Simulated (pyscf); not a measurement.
Optimised with ωB97X-D3(BJ)/def2-SVP in PySCF. MP2 and CC: frozen core, UHF for open shells. ΔMP2 is the change of the MP2 total energy from the triple- to the quadruple-zeta basis.

Task: What is the homolytic dissociation enthalpy (298 K, CCSD(T)/def2-TZVPP + ΔMP2(QZVPP)) of the Cl–Zn bond of Cl–Zn–Cl, to Cl• + [Cl–Zn]•?

Result: Cl–Zn to Cl• + [Cl–Zn]•: 104.9 kcal/mol. The CCSD(T) − MP2 part came from Ansatz, without density fitting, on the same reference. The frozen core leaves the outer d or s,p core shells of the metals and heavy elements correlated in the MP2 and CC values, and def2-TZVPP describes them poorly, which can shift differences by a few kcal/mol. Left out: the spin-orbit lowering of Cl. The term symbol of open-shell Cl–Zn was not checked; spin-orbit terms are left out. Elements up to Kr have no core potential and no relativistic terms here.
